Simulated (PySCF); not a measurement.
System (SMILES): [SiH4] (SiH4).
Geometry (B3LYP-D3(BJ)/def2-TZVP, fixed):
```xyz
5

Si     0.0000     0.0000     0.0000
H      0.8756     0.8547     0.8331
H     -0.8222    -0.8655     0.8753
H     -0.8862     0.8545    -0.8220
H      0.8328    -0.8437    -0.8864
```
Charge 0, spin multiplicity 1.

How fast the isotropic shielding of H2 converges with the basis for several methods (PySCF): deviation from each method's own reference, in ppm. References: HF 28.29 ppm, the value in pcSseg-3; PBE 27.73 ppm, the value in pcSseg-3; PBE0 27.81 ppm, the value in pcSseg-3. All functions are spherical. No added dispersion term, no relativity. GIAO; atoms are numbered in the order shown.

```json
[
 {"basis": "def2-SV(P)", "functions": "26", "HF": "0.56", "PBE": "(withheld)", "PBE0": "0.56"},
 {"basis": "6-31G*", "functions": "26", "HF": "0.60", "PBE": "(withheld)", "PBE0": "0.63"},
 {"basis": "cc-pV(D+d)Z", "functions": "43", "HF": "0.03", "PBE": "(withheld)", "PBE0": "0.02"},
 {"basis": "6-311G**", "functions": "50", "HF": "0.25", "PBE": "(withheld)", "PBE0": "0.27"},
 {"basis": "def2-TZVP", "functions": "61", "HF": "0.07", "PBE": "(withheld)", "PBE0": "0.08"},
 {"basis": "def2-TZVPD", "functions": "79", "HF": "0.07", "PBE": "(withheld)", "PBE0": "0.09"},
 {"basis": "jun-cc-pV(T+d)Z", "functions": "104", "HF": "0.01", "PBE": "(withheld)", "PBE0": "0.03"},
 {"basis": "def2-TZVPPD", "functions": "116", "HF": "0.01", "PBE": "(withheld)", "PBE0": "0.02"}
]
```

Complete the blanks.


- def2-SV(P), PBE: 0.57
- 6-31G*, PBE: 0.66
- cc-pV(D+d)Z, PBE: 0.02
- 6-311G**, PBE: 0.29
- def2-TZVP, PBE: 0.10
- def2-TZVPD, PBE: 0.10
- jun-cc-pV(T+d)Z, PBE: 0.03
- def2-TZVPPD, PBE: 0.03

Mean absolute deviation over 6-311G**, def2-TZVP, def2-TZVPD, jun-cc-pV(T+d)Z, def2-TZVPPD: HF 0.08, PBE0 0.10, PBE 0.11 ppm.
